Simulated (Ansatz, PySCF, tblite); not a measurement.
Bond stretch in LiH, singlet.

- GFN2-xTB, 300 K electronic temperature (tblite)
- UKS-BP86/6-31G* = unrestricted BP86/6-31G*, spherical d run with PySCF 2.14.0
- RHF/3-21G = restricted Hartree-Fock/3-21G run with PySCF
- FCI = full CI/aug-cc-pVTZ, frozen core in Ansatz (an electronic-structure program)

Energies relative to the lowest point of each curve near equilibrium, in kcal/mol; the last columns give the difference from FCI:

```
R / Å  GFN2-xTB  UKS-BP86/6-31G*  RHF/3-21G   FCI  GFN2-xTB − FCI  UKS-BP86/6-31G* − FCI  RHF/3-21G − FCI
-----  --------  ---------------  ---------  ----  --------------  ---------------------  ---------------
1.21        2.6             21.4       23.1  19.3           -16.7                    2.1              3.8
1.28        0.7             13.6       14.8  11.9           -11.2                    1.7              2.9
1.35        0.0              8.1        8.8   6.7            -6.7                    1.3              2.1
1.44        0.3              3.4        3.8   2.6            -2.3                    0.8              1.2
1.50        1.0              1.5        1.7   1.0             0.0                    0.5              0.7
1.52        1.3              1.1        1.2   0.6             0.7                    0.4              0.6
1.60        2.9              0.1        0.1   0.0             2.9                    0.1              0.1
1.64        3.9              0.0        0.0   0.1             3.8                   -0.1             -0.1
1.68        4.9              0.1        0.1   0.3             4.6                   -0.2             -0.2
1.76        7.2              0.9        1.0   1.3             5.8                   -0.4             -0.4
1.87       10.6              2.9        3.2   3.6             7.0                   -0.7             -0.4
1.98       14.0              5.6        6.3   6.5             7.5                   -0.9             -0.3
2.15       19.4             10.7       12.1  11.8             7.7                   -1.1              0.3
2.44       30.3             20.1       23.4  21.3             9.0                   -1.1              2.1
2.64       37.9             26.6       31.5  27.6            10.3                   -1.0              3.8
2.91       47.9             34.6       42.0  35.4            12.5                   -0.8              6.7
3.17       56.8             40.5       51.7  41.6            15.2                   -1.1             10.0
3.57       68.9             46.9       65.1  48.8            20.2                   -1.9             16.3
3.94       78.2             50.7       76.1  52.8            25.4                   -2.1             23.4
4.32       85.8             53.3       86.1  55.0            30.8                   -1.7             31.2
4.74       92.0             55.0       95.7  56.1            35.9                   -1.0             39.7
5.56          —             56.7      110.5  56.7               —                   -0.1             53.8
6.33          —             57.0      119.9  56.8               —                    0.2             63.0
```

GFN2-xTB is furthest from FCI at 4.74 (35.9 kcal/mol, above); its mean absolute difference over the points is 11.2 kcal/mol.

UKS-BP86/6-31G* is furthest from FCI at 1.21 (2.1 kcal/mol, above); its mean absolute difference over the points is 0.9 kcal/mol.

RHF/3-21G is furthest from FCI at 6.33 (63.0 kcal/mol, above); its mean absolute difference over the points is 11.4 kcal/mol.

Dashes: no converged value, or the column stops at the first point that the program doubted or that broke a chosen test of continuity, which isn't proof of a fault.

The unrestricted determinant behind UKS-BP86/6-31G* is spin-contaminated at 2.91 to 6.33 Å (<S²> up to 1.0, against 0.00 for a pure singlet). The restricted form behind RHF/3-21G keeps the bonding electrons paired and can't separate into open-shell fragments.
